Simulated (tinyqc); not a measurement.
Extended Hueckel theory, for CO+, step by step. The parameters take no account of the charge, which enters only through the electron count. One step of it, computed by the program tinyqc.

Problem. Wolfsberg-Helmholz matrix. H_ij = K' S_ij (H_ii + H_jj)/2 for i != j (the diagonal keeps H_ii), with K' = K + D^2 + D^4 (1 - K), D = (H_ii - H_jj)/(H_ii + H_jj), K = 2.

overlap S, lower triangle:
```
            1C 2s    1C 2px    1C 2py     1C 2pz     2O 2s    2O 2px    2O 2py    2O 2pz
1C 2s    1.000000
1C 2px   0.000000  1.000000
1C 2py   0.000000  0.000000  1.000000
1C 2pz   0.000000  0.000000  0.000000   1.000000
2O 2s    0.459362  0.000000  0.000000   0.526607  1.000000
2O 2px   0.000000  0.288103  0.000000   0.000000  0.000000  1.000000
2O 2py   0.000000  0.000000  0.288103   0.000000  0.000000  0.000000  1.000000
2O 2pz  -0.344824  0.000000  0.000000  -0.283082  0.000000  0.000000  0.000000  1.000000
```

diagonal H_ii (eV): 1C 2s -21.400000, 1C 2px -11.400000, 1C 2py -11.400000, 1C 2pz -11.400000, 2O 2s -32.300000, 2O 2px -14.800000, 2O 2py -14.800000, 2O 2pz -14.800000

K = 2.000000

Give: H.

Solution.

H (eV), lower triangle:
```
           1C 2s    1C 2px    1C 2py    1C 2pz     2O 2s    2O 2px    2O 2py    2O 2pz
1C 2s   -21.4000
1C 2px    0.0000  -11.4000
1C 2py    0.0000    0.0000  -11.4000
1C 2pz    0.0000    0.0000    0.0000  -11.4000
2O 2s   -25.1550    0.0000    0.0000  -25.0426  -32.3000
2O 2px    0.0000   -7.6108    0.0000    0.0000    0.0000  -14.8000
2O 2py    0.0000    0.0000   -7.6108    0.0000    0.0000    0.0000  -14.8000
2O 2pz   12.6832    0.0000    0.0000    7.4781    0.0000    0.0000    0.0000  -14.8000
```
